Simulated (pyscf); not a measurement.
## Insertion: B–OH [singlet] + water (H₂O) -> HO–BH–OH

Gas phase, singlet surface, charge 0. Bonds broken: H3–O4. Bonds formed: B1–H3, B1–O4. Optimised with ωB97X-D3(BJ)/def2-SVP in PySCF. Correlated levels are frozen-core, on RHF or UHF. ΔMP2 is the change of the MP2 total energy from the triple- to the quadruple-zeta basis.

Transition state (Å):

```xyz
6

B      0.3647     0.8516     0.1351
O      0.8445     0.4159    -1.0187
H     -0.6259     0.8512     1.1309
O     -1.0292    -0.1153     0.5853
H      0.3263    -0.3168    -1.3901
H     -0.7109    -0.8141     1.1844
```

One imaginary mode, 1435i cm⁻¹; descent along it reached the two sides named, in the forms told below.

| bond | change | reactant side (Å) | saddle | product side |
|---|---|---|---|---|
| H3–O4 | breaks | 0.966 | 1.181 | 2.262 |
| B1–H3 | forms | 3.8 | 1.405 | 1.211 |
| B1–O4 | forms | 3.5 | 1.755 | 1.367 |

Electronic energies relative to the separated reactants (eV):

| level | barrier | reaction energy | reverse barrier |
|---|---|---|---|
| ωB97X-D3(BJ)/def2-TZVP | 0.73 | -4.01 | 4.74 |
| PBE/def2-TZVP | 0.29 | -4.04 | 4.33 |
| r²SCAN/def2-TZVP | 0.41 | -4.17 | 4.58 |
| B3LYP-D3(BJ)/def2-TZVP | 0.64 | -4.01 | 4.65 |
| PBE0-D3(BJ)/def2-TZVP | 0.51 | -4.12 | 4.64 |
| M06-2X/def2-TZVP | 0.71 | -4.05 | 4.77 |
| ωB97M-D3(BJ)/def2-TZVP | 0.74 | -3.89 | 4.62 |
| HF/def2-TZVP | 1.63 | -3.78 | 5.41 |
| MP2/def2-QZVPP | 0.74 | -4.00 | 4.74 |
| CCSD/def2-TZVPP | 1.03 | -3.79 | 4.82 |
| CCSD(T)/def2-TZVPP | 0.88 | -3.80 | 4.68 |
| CCSD(T)/def2-TZVPP + ΔMP2(QZVPP) | 0.89 | -3.80 | 4.69 |

With CCSD(T)/def2-TZVPP + ΔMP2(QZVPP) energies and thermal terms (ideal gas, 1 atm, RRHO with modes under 100 cm⁻¹ raised to 100, one conformer, R ln 2 for chiral ones without a mode under 150 cm⁻¹), in eV:

```csv
T (K),ΔH‡,ΔG‡,ΔH,ΔG
298,0.85,1.27,-3.66,-3.19
600,0.84,1.70,-3.68,-2.70
900,0.87,2.12,-3.65,-2.21
1200,0.90,2.53,-3.61,-1.73
```

On the reactant side the descent ends in a bound adduct, 0.48 eV under the separated species and 1.21 eV under the saddle at ωB97X-D3(BJ)/def2-TZVP. B–OH [singlet] lies 1.93 eV over its isomer HB=O (electronic energy, ωB97M-D3(BJ)). One saddle was located; it need not be the lowest between these sides. The CCSD(T) − MP2 part came from Ansatz, without density fitting, on the same reference.
